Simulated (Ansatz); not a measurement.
## A geometry optimisation of BClO with r2SCAN-D4/def2-TZVP

The starting geometry of this gas-phase triplet was optimised with GFN2-xTB as a singlet.

```xyz
3

B    -1.4448    0.7925   -0.1579
Cl    1.4226   -0.5625   -0.2209
O    -0.3826    0.2908   -0.1816
```

Question: Where would you expect an optimisation with r2SCAN-D4/def2-TZVP to take it?

Answer: A new bond forms, giving a structure given below by its coordinates. Distances that change by over a tenth: B1–O3 (1.17 → 1.33 Å), Cl2–O3 (2.00 → 2.53 Å). Contacts that close: B1–Cl2 (3.17 → 1.77 Å).

The energy falls by 1.89 eV over 34 steps:

| step | E − E(last) (eV) |
| --- | --- |
| 1 | 1.891 |
| 5 | 1.119 |
| 8 | 1.114 |
| 12 | 1.112 |
| 16 | 1.104 |
| 19 | 1.084 |
| 23 | 1.073 |
| 27 | 0.994 |
| 30 | 0.174 |
| 34 | 0.000 |

Final geometry (Å):

```xyz
3

B    -0.6808    0.2538    0.0902
Cl    0.7998   -0.6693    0.3909
O    -0.5238    0.9363   -1.0415
```

Frequencies at the end are all real (lowest 318 cm⁻¹). Open shells are spin-unrestricted. The triplet needn't be the ground state. Run with Ansatz 0.2.0, 2.6 min on 1 thread of Intel(R) Xeon(R) 6975P-C (Granite Rapids), with other jobs on the host.
